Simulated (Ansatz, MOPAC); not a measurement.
How methods differ on C2ClF3 (chlorotrifluoroethylene)

C2ClF3, singlet, SMILES `FC(F)=C(F)Cl`. Each level relaxes the structure for itself.

Each level gives the highest harmonic wavenumber at each level's own minimum (cm⁻¹). The values are calculated.

| level | kind | program | value (cm⁻¹) |
| --- | --- | --- | --- |
| PM3 | semi-empirical | MOPAC | 1954 |
| RM1 | semi-empirical | MOPAC | 2000 |
| PM6-D3H4 | semi-empirical | MOPAC | 1858 |
| PM6-DH2X | semi-empirical | MOPAC | 1858 |
| HF/STO-3G | Hartree–Fock | Ansatz | 2077 |
| HF/3-21G | Hartree–Fock | Ansatz | 2065 |
| HF/6-31G* (Cartesian functions) | Hartree–Fock | Ansatz | 2061 |
| PBE/def2-SVP | GGA | Ansatz | 1791 |
| B3LYP/6-31G* (Cartesian functions) | global hybrid | Ansatz | 1857 |
| PBE0-D4/def2-TZVP | global hybrid | Ansatz | 1867 |

Harmonic and unscaled. The values span 1791 to 2077 cm⁻¹.
